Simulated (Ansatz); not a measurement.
**Ga (alpha-Ga (Cmce)): energy against volume**

All numbers below come from DFT, LDA (PW92), plane waves (420 eV) with PAW, scalar-relativistic in Ansatz 0.2.0. The PAW files were generated under PBE, with cores re-solved for the functional.

The cell is scaled uniformly from the relaxed one, with fractional coordinates and shape fixed. Energies are extrapolated to zero smearing, pressures are those at the given smearing. Because the bonds are stretched with the cell, B₀ of this curve lies above the true bulk modulus of such a structure. Magnetic state: spin not included.

A Birch-Murnaghan fit gives V₀ = 18.36 Å³/atom, B₀ = 67 GPa, B₀′ = 5.1.

What are the energy above the minimum and the pressure at 16.893 Å³/atom?

29.2 meV/atom and 6.97 GPa as computed.

What are the energy above the minimum and the pressure at 17.627 Å³/atom?

6.7 meV/atom and 3.08 GPa as computed.

What are the energy above the minimum and the pressure at 19.831 Å³/atom?

21.0 meV/atom and -4.19 GPa as computed.
